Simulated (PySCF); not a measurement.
**Changing the system itself: SiC (triplet)**

How does SiC (triplet) answer to another spin, charge, distance or environment?

Program: PySCF 2.14.0. Level of theory: each script names its method and basis. These are calculated values, not measurements.

3 further runs of the same task are left out: 3 that didn't finish.

### 1 Where the work starts

SiC (triplet): 2 atoms, charge 0, spin multiplicity 3.

Bond lengths: Si1–C2 1.889 Å.

### 2 Base script

Input file input.py:

```python
from pyscf import gto, dft

mol = gto.M(
    atom='Si 0 0 0; C 0 0 1.889',
    basis='6-311++g**',
    charge=0,
    spin=2,
    verbose=4,
)
mf = dft.UKS(mol, xc='revpbe')
mf.kernel()
mf.dip_moment()
print('orbital energies (hartree):', [e[max(0, n-3):n+3].round(4) for e, n in zip(mf.mo_energy, mol.nelec)])
```

The run is started by

```bash
$ OMP_NUM_THREADS=1 python input.py
```

The log of this run is left out.

Base result: E(SCF) = -327.310339 Eh, 10 cycles, ⟨S²⟩ = 2.006, μ = 2.26 D.

The bond length is a typed value, not an optimised one. The triplet is typed in the script; nothing here shows that it is the ground state.

### 3 Charge +1 (doublet)

Edit 1 changes charge: 0 → 1; spin (2S): 2 → 1.

Input file input.py:

```python
from pyscf import gto, dft

mol = gto.M(
    atom='Si 0 0 0; C 0 0 1.889',
    basis='6-311++g**',
    charge=1,
    spin=1,
    verbose=4,
)
mf = dft.UKS(mol, xc='revpbe')
mf.kernel()
mf.dip_moment()
print('orbital energies (hartree):', [e[max(0, n-3):n+3].round(4) for e, n in zip(mf.mo_energy, mol.nelec)])
```

The run is started by

```bash
$ OMP_NUM_THREADS=1 python input.py
```

### 4 Electric field 0.01 a.u.

Edit 2 changes electric field: none → 0.01 a.u.

Edit input.py of step 2 so:

```diff
@@ -10,2 +10,7 @@
 mf = dft.UKS(mol, xc='revpbe')
+field = 0.01  # electric field along z, atomic units
+h = mf.get_hcore() + field*mol.intor('int1e_r')[2]
+mf.get_hcore = lambda *args: h
+e_nuc = mol.energy_nuc() - field*mol.atom_charges() @ mol.atom_coords()[:, 2]
+mf.energy_nuc = lambda *args: e_nuc
 mf.kernel()
```

### 5 Bond 1.511 Å

Edit 3 changes bond length: 1.889 Å → 1.511 Å.

Edit input.py of step 2 so:

```diff
@@ -3,3 +3,3 @@
 mol = gto.M(
-    atom='Si 0 0 0; C 0 0 1.889',
+    atom='Si 0 0 0; C 0 0 1.511',
     basis='6-311++g**',
```

### 6 Bond 2.361 Å

Edit 4 changes bond length: 1.889 Å → 2.361 Å.

Edit input.py of step 2 so:

```diff
@@ -3,3 +3,3 @@
 mol = gto.M(
-    atom='Si 0 0 0; C 0 0 1.889',
+    atom='Si 0 0 0; C 0 0 2.361',
     basis='6-311++g**',
```

**Question.** What will these runs give? Wanted: for each run, E(SCF); from base; gap, α spin; SCF dipole.

**Answer**, as computed:

| run | E(SCF) (hartree) | from base (eV) | cycles | gap, α spin (eV) | SCF dipole (D) |
| --- | --- | --- | --- | --- | --- |
| base | -327.310339 | 0 | 10 | 2.41 | 2.26 |
| charge +1 (doublet) | -326.976612 | +9.0812 | 14 | 1.46 | n/a |
| electric field 0.01 a.u. | -327.304974 | +0.1460 | 9 | 2.31 | 0.46 |
| bond 1.511 Å | -327.283854 | +0.7207 | 11 | 4.27 | 1.22 |
| bond 2.361 Å | -327.263795 | +1.2665 | 11 | 1.53 | 2.29 |

**Reading.** Of the runs whose energies can be compared, “bond 2.361 Å” moves the SCF energy most (+1.267 eV). At the SCF level, going to the doublet with one electron fewer costs 9.08 eV at fixed geometry. With bond 1.511 Å the frontier gap moves by over 1.5 eV, which can mean another electronic state rather than the bond length alone.
